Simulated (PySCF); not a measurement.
Compound: C2H6OP2.
Geometry (GFN2-xTB, Å), atoms numbered from 1 in this order:
```
atom  x, y, z in Å
C1    -1.238    0.566   -0.346
O2    -0.308   -0.435   -0.678
C3     0.247   -1.066    0.437
P4     1.572   -0.075    1.373
P5     2.382    1.137   -0.032
H6    -1.578    1.002   -1.283
H7    -2.092    0.141    0.196
H8    -0.778    1.345    0.277
H9    -0.529   -1.340    1.165
H10    0.726   -1.984    0.080
H11    1.600    0.711   -1.115
```

PySCF, density fitting, gas phase, GFN2-xTB geometry. The standard run uses grid level 2 after a coarse-grid start, the def2-universal JK fitting basis (with tight functions added where the orbital basis needs them), an energy threshold of 1e-9 Eh and DIIS. The changed runs have no coarse-grid stage.

Standard PBE0/def2-SVPD: E = -836.956482 Eh, HOMO -7.231 eV, LUMO -2.651 eV, dipole 2.042 D, 14 cycles (coarse-grid cycles included). What changes at PBE0/def2-SVPD with: energy threshold 1e-08 Eh?

E = -836.956482 Eh (0.000 mEh), HOMO -7.231 eV (0.000), LUMO -2.651 eV (0.000), dipole 2.041 D (-0.001), 9 SCF cycles. The result matches the standard run within 0.02 mEh and 0.003 eV; such settings steer the iterations and don't enter the energy expression.

The cycles:
```
cycle   1  E = -836.9136952393  dE =  4.053e-01  |g| = 4.598e-01  |ddm| = 4.261e+00
cycle   2  E = -836.8453196943  dE =  6.838e-02  |g| = 7.484e-01  |ddm| = 1.250e+00
cycle   3  E = -836.9550966142  dE = -1.098e-01  |g| = 6.663e-02  |ddm| = 7.375e-01
cycle   4  E = -836.9555716051  dE = -4.750e-04  |g| = 4.754e-02  |ddm| = 1.706e-01
cycle   5  E = -836.9564138921  dE = -8.423e-04  |g| = 1.341e-02  |ddm| = 9.384e-02
cycle   6  E = -836.9564774098  dE = -6.352e-05  |g| = 3.670e-03  |ddm| = 2.658e-02
cycle   7  E = -836.9564816443  dE = -4.234e-06  |g| = 8.520e-04  |ddm| = 6.291e-03
cycle   8  E = -836.9564818292  dE = -1.849e-07  |g| = 1.699e-04  |ddm| = 1.236e-03
cycle   9  E = -836.9564818380  dE = -8.878e-09  |g| = 2.989e-05  |ddm| = 3.687e-04
```
